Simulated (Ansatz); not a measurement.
Calculated with Ansatz (gas phase, PBE0-D4/def2-TZVP geometries, no zero-point term in ΔE). CBS: MP2 limit from def2 TZ/QZ plus the TZ coupled-cluster correction, frozen cores. This one scheme is used for every species, atoms too. DFT in def2-TZVPP. Open shells (•) are unrestricted, without spin–orbit coupling.

`BOC` + H• → `[BH]OC`• + H₂  (hydrogen abstraction from a B–H bond)

`BOC`:

Z-matrix (Å, degrees):
```
C
O 1 1.413
H 1 1.092 2 108.8
H 1 1.092 2 108.9 3 118.3
H 1 1.094 2 111.3 3 -120.8
B 2 1.339 1 122.3 3 121.0
H 6 1.196 2 116.9 1 180.0
H 6 1.204 2 120.2 1 0.0
```

`[BH]OC`•:

```xyz
7

B     1.121    0.713   -1.029
O    -0.025    0.859   -0.391
C    -0.609   -0.140    0.442
H     1.810   -0.277   -0.985
H     0.019   -1.034    0.477
H    -0.726    0.271    1.445
H    -1.591   -0.392    0.041
```

H₂:

Z-matrix (Å, degrees):
```
H
H 1 0.746
```

```
level  ΔE (kJ/mol)
  PBE          3.8
BHLYP          5.0
```

What does CCSD(T)/CBS give? (Best estimate.)

Ansatz gave: +6.4 kJ/mol. The listed levels differ from it by -2.6, -1.4 kJ/mol.

Largest T1 diagnostic among the species: 0.015.

From r2SCAN to r2SCAN0 (25 % exact exchange), in def2-TZVPP and without D4, ΔE moves by +4.0 kJ/mol. Leaving LDA and LC-ωPBE aside and taking each functional with its dispersion term where it has one, the values, not all of them listed here, spread over 22.7 kJ/mol, from r2SCAN-D4 to PBE-QIDH. LDA lies +8.0 kJ/mol from PBE without D4. At CCSD(T), def2-SVP lies +11.6 kJ/mol from the extrapolated value and def2-TZVPP +1.0 kJ/mol.
